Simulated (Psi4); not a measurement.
C2H3O2 (SMILES [CH2-]OC=O), charge -1, singlet, at the geometry of the source list (a gas-phase anion, which may not be bound at this level); BLYP/STO-3G (Psi4 1.11).

Input for Psi4:
```
memory 2 GB

molecule mol {
-1 1
C    -1.055288   -0.067338    0.000000
O    -0.835098   -1.261681    0.000000
O    -0.124079    0.903369    0.000000
H    -2.052439    0.391126    0.000000
C     1.232820    0.413815    0.000000
H     1.417042   -0.189644    0.889397
H     1.417042   -0.189644   -0.889397
}

set {
  basis sto-3g
  reference rks
}

energy('blyp')
print_variables()
```

Output, abridged:

```
   => Loading Basis Set <=

    Name: STO-3G
    Role: ORBITAL
    Keyword: BASIS

         ---------------------------------------------------------
                                   SCF
               by Justin Turney, Rob Parrish, Andy Simmonett
                          and Daniel G. A. Smith
                              RKS Reference
         ---------------------------------------------------------

  ==> Geometry <==

    Molecular point group: cs
    Full point group: Cs

    Geometry (in Angstrom), charge = -1, multiplicity = 1:

       Center              X                  Y                   Z               Mass
    ------------   -----------------  -----------------  -----------------  -----------------
         C           -0.844762442034    -0.040877607178     0.000000000000    12.000000000000
         O           -0.624572442034    -1.235220607178     0.000000000000    15.994914619570
         O            0.086446557966     0.929829392822     0.000000000000    15.994914619570
         H           -1.841913442034     0.417586392822     0.000000000000     1.007825032230
         C            1.443345557966     0.440275392822     0.000000000000    12.000000000000
         H            1.627567557966    -0.163183607178     0.889397000000     1.007825032230
         H            1.627567557966    -0.163183607178    -0.889397000000     1.007825032230

  Running in cs symmetry.

  Rotational constants: A =      0.65832  B =      0.25134  C =      0.18838 [cm^-1]
  Rotational constants: A =  19735.95842  B =   7534.99046  C =   5647.38035 [MHz]
  Nuclear repulsion =  114.081714506359233

  Charge       = -1
  Multiplicity = 1
  Electrons    = 32
  Nalpha       = 16
  Nbeta        = 16

  ==> Algorithm <==

  SCF Algorithm Type is DF.
  DIIS enabled.
  MOM disabled.
  Fractional occupation disabled.
  Guess Type is SAD.
  Energy threshold   = 1.00e-06
  Density threshold  = 1.00e-06
  Integral threshold = 1.00e-12

  ==> Primary Basis <==

  Basis Set: STO-3G
    Blend: STO-3G
    Number of shells: 15
    Number of basis functions: 23
    Number of Cartesian functions: 23
    Spherical Harmonics?: true
    Max angular momentum: 1

  ==> DFT Potential <==

   => LibXC <=

    Version 7.1.2
    S. Lehtola, C. Steigemann, M. J. T. Oliveira, and M. A. L. Marques,  SoftwareX 7, 1–5 (2018) (10.1016/j.softx.2017.11.002)

   => Composite Functional: BLYP <=

    BLYP GGA Exchange-Correlation Functional

    P.J. Stephens et. al., J. Phys. Chem., 98, 11623-11627, 1994
    B. Miehlich et. al., Chem. Phys. Lett., 157(3), 200-206 1989

    Deriv               =              1
    GGA                 =           TRUE
    Meta                =          FALSE

    Exchange Hybrid     =          FALSE
    MP2 Hybrid          =          FALSE

   => Exchange Functionals <=

    1.0000     XC_GGA_X_B88

   => Correlation Functionals <=

    1.0000     XC_GGA_C_LYP

   => LibXC Density Thresholds  <==

    XC_GGA_C_LYP:  1.00E-14
    XC_GGA_X_B88:  1.00E-15

   => Molecular Quadrature <=

    Radial Scheme          =       TREUTLER
    Pruning Scheme         =           NONE
    Nuclear Scheme         =       TREUTLER

    Blocking Scheme        =         OCTREE
    BS radius alpha        =              1
    Pruning alpha          =              1
    Radial Points          =             75
    Spherical Points       =            302
    Total Points           =         149451
    Total Blocks           =           1195
    Max Points             =            256
    Max Functions          =             23
    Weights Tolerance      =       1.00E-15

   => Loading Basis Set <=

    Name: (STO-3G AUX)
    Role: JKFIT
    Keyword: DF_BASIS_SCF

  ==> Integral Setup <==

  SCF_SUBTYPE=INCORE selected. In-core MEM_DF algorithm will be used.
  Using in-core AOs.

  ==> MemDFJK: Density-Fitted J/K Matrices <==

    J tasked:                   Yes
    K tasked:                    No
    wK tasked:                   No
    Algorithm:                 Core
    Schwarz Cutoff:           1E-12
    Mask sparsity (%):       1.1342
    Fitting Condition:        1E-10

   => Auxiliary Basis Set <=

  Basis Set: (STO-3G AUX)
    Blend: DEF2-UNIVERSAL-JKFIT
    Number of shells: 118
    Number of basis functions: 358
    Number of Cartesian functions: 424
    Spherical Harmonics?: true
    Max angular momentum: 4

  Minimum eigenvalue in the overlap matrix is 2.4331972643E-01.
  Reciprocal condition number of the overlap matrix is 1.1629766342E-01.
    Using symmetric orthogonalization.

  ==> Pre-Iterations <==

  SCF Guess: Superposition of Atomic Densities via on-the-fly atomic UHF (no occupation information).

   -------------------------
    Irrep   Nso     Nmo
   -------------------------
     A'        18      18
     A"         5       5
   -------------------------
    Total      23      23
   -------------------------

  ==> Iterations <==

                           Total Energy        Delta E     RMS |[F,P]|

   @DF-RKS iter SAD:  -223.91217028152266   -2.23912e+02   0.00000e+00
    Occupation by irrep:
             Ap   App
    DOCC [    12,    4 ]
    NA   [    12,    4 ]
    NB   [    12,    4 ]

   @DF-RKS iter   1:  -224.96761526955510   -1.05544e+00   2.19164e-02 DIIS/ADIIS
    Occupation by irrep:
             Ap   App
    DOCC [    13,    3 ]
    NA   [    13,    3 ]
    NB   [    13,    3 ]

   @DF-RKS iter   2:  -223.53613734382651    1.43148e+00   5.30946e-02 DIIS/ADIIS
   @DF-RKS iter   3:  -224.77717074987629   -1.24103e+00   3.90036e-02 DIIS/ADIIS
   @DF-RKS iter   4:  -225.06940765261413   -2.92237e-01   7.09968e-03 DIIS/ADIIS
    Occupation by irrep:
             Ap   App
    DOCC [    12,    4 ]
    NA   [    12,    4 ]
    NB   [    12,    4 ]

   @DF-RKS iter   5:  -225.07001436182361   -6.06709e-04   6.14188e-03 DIIS/ADIIS
   @DF-RKS iter   6:  -223.88767143233491    1.18234e+00   3.93194e-02 DIIS/ADIIS
[...]
   @DF-RKS iter  58:  -225.00249363579877   -1.10741e+00   1.92389e-02 DIIS/ADIIS
    Occupation by irrep:
             Ap   App
    DOCC [    12,    4 ]
    NA   [    12,    4 ]
    NB   [    12,    4 ]

   @DF-RKS iter  59:  -225.07928478149080   -7.67911e-02   1.91437e-03 DIIS/ADIIS
   @DF-RKS iter  60:  -223.89211442692286    1.18717e+00   3.92705e-02 DIIS/ADIIS
   @DF-RKS iter  61:  -223.89088574741416    1.22868e-03   3.92766e-02 DIIS/ADIIS
    Occupation by irrep:
             Ap   App
    DOCC [    13,    3 ]
    NA   [    13,    3 ]
    NB   [    13,    3 ]

   @DF-RKS iter  62:  -223.89161962337079   -7.33876e-04   3.92621e-02 DIIS/ADIIS
    Occupation by irrep:
             Ap   App
    DOCC [    12,    4 ]
    NA   [    12,    4 ]
    NB   [    12,    4 ]

   @DF-RKS iter  63:  -225.07970333503778   -1.18808e+00   1.46206e-03 DIIS/ADIIS
   @DF-RKS iter  64:  -223.89773768205308    1.18197e+00   3.91057e-02 DIIS/ADIIS
   @DF-RKS iter  65:  -223.89883840186610   -1.10072e-03   3.90695e-02 DIIS/ADIIS
   @DF-RKS iter  66:  -223.89764190270944    1.19650e-03   3.91044e-02 DIIS/ADIIS
   @DF-RKS iter  67:  -223.89940901876690   -1.76712e-03   3.90589e-02 DIIS/ADIIS
   @DF-RKS iter  68:  -223.89801200392063    1.39701e-03   3.90929e-02 DIIS/ADIIS
   @DF-RKS iter  69:  -223.89994741063782   -1.93541e-03   3.90318e-02 DIIS/ADIIS
   @DF-RKS iter  70:  -223.89554097178674    4.40644e-03   3.91915e-02 DIIS/ADIIS
   @DF-RKS iter  71:  -223.89524105095876    2.99921e-04   3.91997e-02 DIIS/ADIIS
   @DF-RKS iter  72:  -223.89509076177373    1.50289e-04   3.92044e-02 DIIS/ADIIS
    Occupation by irrep:
             Ap   App
    DOCC [    13,    3 ]
    NA   [    13,    3 ]
    NB   [    13,    3 ]

   @DF-RKS iter  73:  -223.89509768131151   -6.91954e-06   3.92065e-02 DIIS/ADIIS
   @DF-RKS iter  74:  -208.34633613394024    1.55488e+01   1.70667e-01 ADIIS
   @DF-RKS iter  75:  -224.36065039669691   -1.60143e+01   5.41660e-02 DIIS/ADIIS
   @DF-RKS iter  76:  -224.69871105552087   -3.38061e-01   4.12712e-02 DIIS/ADIIS
   @DF-RKS iter  77:  -225.01032702632841   -3.11616e-01   1.67774e-02 DIIS/ADIIS
   @DF-RKS iter  78:  -225.06941395505820   -5.90869e-02   6.53841e-03 DIIS/ADIIS
    Occupation by irrep:
             Ap   App
    DOCC [    12,    4 ]
    NA   [    12,    4 ]
    NB   [    12,    4 ]

   @DF-RKS iter  79:  -225.07878694381441   -9.37299e-03   2.59081e-03 DIIS/ADIIS
   @DF-RKS iter  80:  -223.87861329500819    1.20017e+00   3.96840e-02 DIIS/ADIIS
   @DF-RKS iter  81:  -223.88499661534655   -6.38332e-03   3.94957e-02 DIIS/ADIIS
   @DF-RKS iter  82:  -223.88481442429315    1.82191e-04   3.95065e-02 DIIS/ADIIS
   @DF-RKS iter  83:  -223.88454089994028    2.73524e-04   3.95120e-02 DIIS/ADIIS
   @DF-RKS iter  84:  -223.88444731507610    9.35849e-05   3.95149e-02 DIIS/ADIIS
   @DF-RKS iter  85:  -223.88201366726773    2.43365e-03   3.95857e-02 DIIS/ADIIS
   @DF-RKS iter  86:  -223.88309380846209   -1.08014e-03   3.95496e-02 DIIS/ADIIS
    Occupation by irrep:
             Ap   App
    DOCC [    13,    3 ]
    NA   [    13,    3 ]
    NB   [    13,    3 ]

   @DF-RKS iter  87:  -223.88258367854354    5.10130e-04   3.95614e-02 DIIS/ADIIS
    Occupation by irrep:
             Ap   App
    DOCC [    12,    4 ]
    NA   [    12,    4 ]
    NB   [    12,    4 ]

   @DF-RKS iter  88:  -225.07827833634289   -1.19569e+00   3.01984e-03 DIIS/ADIIS
   @DF-RKS iter  89:  -223.89310530911132    1.18517e+00   3.92522e-02 DIIS/ADIIS
   @DF-RKS iter  90:  -223.90346459416855   -1.03593e-02   3.89433e-02 DIIS/ADIIS
   @DF-RKS iter  91:  -223.90430274017066   -8.38146e-04   3.89141e-02 DIIS/ADIIS
   @DF-RKS iter  92:  -223.90506907108045   -7.66331e-04   3.88892e-02 DIIS/ADIIS
   @DF-RKS iter  93:  -223.90487415390612    1.94917e-04   3.88958e-02 DIIS/ADIIS
   @DF-RKS iter  94:  -223.90399509768091    8.79056e-04   3.89188e-02 DIIS/ADIIS
   @DF-RKS iter  95:  -223.90503996971481   -1.04487e-03   3.88925e-02 DIIS/ADIIS
   @DF-RKS iter  96:  -223.90411940384098    9.20566e-04   3.89227e-02 DIIS/ADIIS
   @DF-RKS iter  97:  -223.90414616095060   -2.67571e-05   3.89196e-02 DIIS/ADIIS
    Occupation by irrep:
             Ap   App
    DOCC [    13,    3 ]
    NA   [    13,    3 ]
    NB   [    13,    3 ]

   @DF-RKS iter  98:  -223.90408460611414    6.15548e-05   3.89219e-02 DIIS/ADIIS
   @DF-RKS iter  99:  -208.43377479570711    1.54703e+01   1.72446e-01 ADIIS
   @DF-RKS iter 100:  -224.40209905074283   -1.59683e+01   5.22762e-02 DIIS/ADIIS

PsiException: Could not converge SCF iterations in 100 iterations.

  Failed to converge.

Traceback (most recent call last):
  File "psi4", line 375, in <module>
  File "<string>", line 28, in <module>
  File "site-packages/psi4/driver/driver.py", line 533, in energy
  File "site-packages/psi4/driver/procrouting/proc.py", line 2760, in run_scf
  File "site-packages/psi4/driver/procrouting/proc.py", line 2047, in scf_helper
  File "site-packages/psi4/driver/procrouting/scf_proc/scf_iterator.py", line 93, in scf_compute_energy
  File "site-packages/psi4/driver/procrouting/scf_proc/scf_iterator.py", line 86, in scf_compute_energy
  File "site-packages/psi4/driver/procrouting/scf_proc/scf_iterator.py", line 609, in scf_iterate

psi4.driver.p4util.exceptions.SCFConvergenceError: Could not converge SCF iterations in 100 iterations.

Printing out the relevant lines from the Psithon --> Python processed input file:
    H     1.417042   -0.189644   -0.889397
    ""","mol")
    core.IO.set_default_namespace("mol")
    core.set_global_option("BASIS", "sto-3g")
    core.set_global_option("REFERENCE", "rks")
--> energy('blyp')
    print_variables()

!-------------------------------------------------------!
!                                                       !
!  Could not converge SCF iterations in 100 iterations. !
!                                                       !
!-------------------------------------------------------!
```

The run did not converge; its last values are not results.
